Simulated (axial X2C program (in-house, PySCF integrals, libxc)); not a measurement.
Photoelectron levels of AlCl by EOM-IP-CCSD

Computed with an in-house all-electron X2C program for linear molecules (integrals from PySCF): two-component X2C with atomic mean-field Coulomb and Gaunt terms, Gaussian nuclei, basis Cl dyall-av3z, Al dyall-v3z with contracted cores.

R = 2.159 Å (near the PBE0 minimum at charge 0 of the determinant lowest at the starting distance; the state shown can have its own minimum elsewhere).

Hartree–Fock spinors of AlCl (one of each Kramers pair; a window near the gap, which can cut inner shells):

```csv
ω,occupied,ε (eV),character
1/2,yes,-29.11,"81% Cl s, 8% Al p, 6% Al d"
1/2,yes,-14.75,"74% Cl p, 17% Al s, 3% Cl s"
1/2,yes,-12.47,"90% Cl p, 4% Al d, 4% Al p"
3/2,yes,-12.39,"90% Cl p, 4% Al d, 4% Al p"
1/2,yes,-9.06,"52% Al s, 24% Al p, 15% Cl p"
1/2,no,0.75,"83% Al p, 7% Cl p, 6% Cl d"
3/2,no,0.76,"83% Al p, 7% Cl p, 6% Cl d"
1/2,no,1.84,"58% Al p, 21% Cl p, 10% Al d"
1/2,no,3.06,"53% Cl p, 23% Al p, 10% Al s"
1/2,no,3.15,"90% Cl p, 5% Al p, 3% Cl d"
3/2,no,3.16,"90% Cl p, 5% Al p, 3% Cl d"
```

Vertical ionisation energies of AlCl to the states of AlCl⁺:

```tsv
Ω of AlCl⁺	vertical IE (eV)	above lowest (cm⁻¹)	ionised spinor	one-hole weight
1/2	9.400	0	49% Al sσ, 25% Al pσ, 17% Cl pσ	0.96
3/2	11.786	19246	90% Cl pπ	0.92
1/2	11.859	19829	90% Cl pπ	0.92
1/2	13.985	36976	72% Cl pσ, 20% Al sσ	0.89
```

**Question.** How far does the lowest EOM-IP-CCSD energy lie from the Koopmans value −ε of the highest filled spinor?

**Answer.** 9.400 eV against 9.06 eV, a shift of 0.34 eV: relaxation of the final state lowers the energy and the loss of correlation raises it.

**Question.** Take the first Ω = 1/2 and Ω = 3/2 rows of π character: how far apart are they, and which lies lower?

**Answer.** E(3/2) − E(1/2) = 19246 − 19829 = -583 cm⁻¹ at EOM-IP-CCSD: inverted, Ω = 3/2 lower. Splittings at this level can be off by ten to twenty per cent.

This point took 7.4 s on 1 thread of Intel(R) Xeon(R) Processor @ 2.30GHz (shared host).

Reference electrons by ω block (each with its −ω partner): 1/2: 12, 3/2: 3. 10 electrons of AlCl correlated (inner shells frozen), 94 natural virtual spinors (a truncated set); levels can be off by some tenths of an eV. Roots sought by Ω: (1/2: 4, 3/2: 3, 5/2: 1); the list ends where they run out and leaves out roots under 60 % one-particle weight. The solver can skip a root, and states that need a further excitation, which the method places far too high, are missing though they may lie low or lowest. T1 of the reference 0.011 (Lee–Taylor). Number of frozen shells: Cl 2 s, 1 p; Al 2 s, 1 p.
